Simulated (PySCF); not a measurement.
Compound: cyclobutyl chloride, C4H7Cl.
SMILES: `C1C(CC1)Cl`

The closed-shell ground state was solved at several levels (PySCF, density fitting, gas phase, non-relativistic). Geometry: PBE0-D3(BJ)/def2-TZVP, one conformer, isolated molecule.

```json
{"level": "wB97X-D/pcSseg-2", "basis functions": "285", "total energy (Eh)": "-616.8450", "HOMO (eV)": "-10.03", "LUMO (eV)": "2.17", "gap (eV)": "12.20", "dipole (D)": "2.32"}
{"level": "PBE0/pcSseg-2", "basis functions": "285", "total energy (Eh)": "-616.5539", "HOMO (eV)": "-8.14", "LUMO (eV)": "0.45", "gap (eV)": "8.59", "dipole (D)": "2.28"}
{"level": "KT3/pcSseg-2", "basis functions": "285", "total energy (Eh)": "-622.5595", "HOMO (eV)": "-6.89", "LUMO (eV)": "-0.49", "gap (eV)": "6.40", "dipole (D)": "2.22"}
```

Question: Estimate the row for B97-2/pcSseg-2, a basis of 285 functions; the other rows only guide the guess.

Answer: Total energy -616.8763 Eh, HOMO -7.88 eV, LUMO 0.47 eV, gap 8.35 eV, dipole 2.29 D.

Question: Over all these levels, which gives the widest orbital gap and which the narrowest?

Answer: wB97X-D/pcSseg-2 (range-separated hybrid) has the widest, 12.20 eV, and KT3/pcSseg-2 (GGA) the narrowest, 6.40 eV. From the narrowest to the widest the HOMO moves by -3.14 eV and the LUMO by +2.66 eV.

Question: In the pcSseg-2 basis, how does the gap go with the fixed share of exact exchange?

Answer: KT3 (0 %) 6.40 eV; B97-2 (21 %) 8.35 eV; PBE0 (25 %) 8.59 eV. Each rise in the share widens the gap here.

Question: How far do the dipole and the HOMO energy spread over the levels?

Answer: The dipole runs from 2.22 to 2.32 D (mean 2.28 D) and the HOMO from -10.03 to -6.89 eV.

wB97X-D is run here without its empirical dispersion term; that term would change no orbital, density or response property at a fixed geometry.
